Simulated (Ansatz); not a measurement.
# Re$_{3}$B (Cmcm)

Computed with DFT r2SCAN, scalar-relativistic, plane waves, PAW (Ansatz).

Settings: cutoff 500 eV, Γ-centred mesh 12×12×6 on the computed 8-atom cell, Gaussian smearing of 0.10 eV; no spin polarisation.

The structure is relaxed at this level of theory with its symmetry kept. Whether it is the stable form of this composition wasn't checked.

```yaml
crystal:
  lattice:
    - [1.44761, -4.67067, 0.00000]
    - [1.44761, 4.67067, 0.00000]
    - [0.00000, 0.00000, 7.28504]
  atoms:
    - { symbol: Re, position: [0.57584, 0.42416, 0.25000] }
    - { symbol: Re, position: [0.42416, 0.57584, 0.75000] }
    - { symbol: Re, position: [0.86672, 0.13328, 0.06501] }
    - { symbol: Re, position: [0.13328, 0.86672, 0.56501] }
    - { symbol: Re, position: [0.13328, 0.86672, 0.93499] }
    - { symbol: Re, position: [0.86672, 0.13328, 0.43499] }
    - { symbol: B, position: [0.25452, 0.74548, 0.25000] }
    - { symbol: B, position: [0.74548, 0.25452, 0.75000] }
```

```json
{
 "Space group": "Cmcm (No. 63)",
 "Volume per atom": "12.31 Å³",
 "Formation energy from the elements' standard states (uncorrected)": "-0.227 eV/atom",
 "Generalised Kohn–Sham band gap": "none (metal)",
 "Density of states at the Fermi level": "4.52 states/eV per cell",
 "Löwdin character within 0.5 eV of the Fermi level": "Re 5d 92 %",
 "Bulk modulus": "390 GPa",
 "Its pressure derivative": "4.5",
 "Bader charges (e)": "Re (2 in the cell) 0.20, Re (4 in the cell) 0.20, B (2 in the cell) -0.59"
}
```

Spin-orbit coupling is left out, which matters for the bands of heavy elements.

Cost: 6 runs of about 49 core-minutes in all, on Arm Neoverse V2 (shared hosts).